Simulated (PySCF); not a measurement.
# Telling isomers of C3H5F2N apart by NMR

Method: GIAO PBE0/pcSseg-1 shieldings, geometry from PBE0-D3(BJ)/def2-SVP, J: B3LYP/pcJ-1 (spin–dipole term left out of most H,H and C,H couplings), in PySCF (one conformer, non-relativistic Hamiltonian, averaged over atoms made equivalent by symmetry, fast rotation or ring inversion, no solvent).

δ = σ(ref) − σ, references computed at the same level: TMS for ¹H (σref 31.27) and ¹³C (σref 184.41). Multiplet labels drop J under 1 Hz and among equivalent protons, and merge close values. Unscaled 3J(H,H) run several per cent high. Vicinal couplings that depend on rotamer populations or ring flexing (ring, CH–CH, X–H and H–F types) are those of the one conformer. One-bond C–F couplings are unscaled and too large by tens of Hz. Shifts are as computed. Against solution values, carbons near 30 ppm lie about +2 ppm off and those near 130 ppm about +5 ppm (rms about the fit 1.9 ppm; single classes can miss by 10 ppm). Of 1328 compounds with measured shifts, 309 miss one by over three times the rms of a fit or turn the order of signals round; such compounds aren't used in these exercises. Signals without a measured value on file couldn't be tested in this way; 1H shifts scatter by 0.2 ppm about their fit, and single ones miss by 0.5 ppm. OH and NH positions are gas-phase values without hydrogen bonding to other molecules.

(1) Tabulate the signals of `C/N=C/C(F)F`, `FC(F)[C@@H]1CN1` and their relative energies.

(2) What is the quickest way to tell C/N=C/C(F)F from FC(F)[C@@H]1CN1?

Results:

(1) 
```tsv
SMILES	carbon types	δC	δH	E rel. (kcal/mol)
C/N=C/C(F)F	2×CH 1×CH3	163.3, 118.1, 50.6	7.62 (dtq, 1H), 5.76 (td, 1H), 3.57 (td, 3H)	0.0
FC(F)[C@@H]1CN1	2×CH 1×CH2	123.4, 30.4, 21.1	4.88 (td, 1H), 2.00 (m, 1H), 1.79 (dd, 1H), 1.42 (dd, 1H), -0.29 (br s, 1H)	7.5
```

Energies are electronic energies at PBE0/pcSseg-1 on these geometries, without zero-point or thermal terms, each for the one conformer computed, which needn't be the lowest.

(2) Both give the same number of carbon signals, but DEPT or the intensities differ. The first has a methyl carbon bonded to N (CH3) at 50.6 ppm, the second an aziridine ring carbon (CH) at 30.4 ppm. Their most deshielded carbons lie at 163.3 and 123.4 ppm. In the proton spectra the most deshielded non-exchanging signals are 7.62 (dtq, J = 6.8, 2.7, 2.3 Hz, 1H) and 4.88 (td, J = 62.5, 7.7 Hz, 1H).
